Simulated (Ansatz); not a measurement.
The input, for Ansatz 0.2.0:

```yaml
crystal:
  periodic: [false, false, false]
  atoms:
    - {symbol: Ge, position_ang: [0.024333, 0.012740, 0.271172]}
    - {symbol: C, position_ang: [-0.140541, -0.099662, -1.613053]}
    - {symbol: H, position_ang: [-0.063920, 1.468407, 0.704176]}
    - {symbol: H, position_ang: [1.270746, -0.761741, 0.853752]}
    - {symbol: H, position_ang: [-1.335429, -0.780873, 0.750869]}
    - {symbol: H, position_ang: [0.049659, 0.343608, -2.630301]}
basis:
  gaussian: {orbitals: 6-31G}
magnetization: {spin_polarized: false, initial_magnetization: 2}
correlation: {method: mp2, electrons: valence}
```

```sh
$ ansatz run in.yaml --threads 1 --pin off --events-out ev --progress --plain --max-ram 2393MiB
```

Task: Roughly how long does this take on 1 thread of Intel Xeon Platinum 8259CL, shared host, and how much host memory?

Result: 0.96 s wall and 0.21 GiB.

```
505 factors; integrals over basis functions are off by at most 4.2e-4 eV
mean field evaluation 1: about -57552.9281 eV, gradient 1.3e1 eV
mean field evaluation 2: about -57552.9306 eV, gradient 1.3e1 eV
mean field evaluation 4: about -57554.1670 eV, gradient 2.2e0 eV
mean field evaluation 8: about -57554.1880 eV, gradient 3.6e-4 eV
mean field -57554.18801770 eV, -2115.0773980207 hartree, gradient 2.3e-6 eV, S^2 2.000000; 0 other end points of the search recorded, 0 dependent functions left out
mean field evaluation 16: about -57554.3615 eV, gradient 7.5e-1 eV
10 core orbitals not correlated: weight in the atoms' cores, before any rotation towards them, 1.000 or more for the frozen orbitals, at most 0.000 for the correlated occupied ones
reference -57554.18801770 eV, -2115.0773980207 hartree; 12, 10 occupied and 24, 26 virtual orbitals, 505 factors
second order -7.22475145 eV of doubles, -0.08608568 eV of singles
Total energy: -57561.49885483 eV, -2115.3460663299 hartree
```
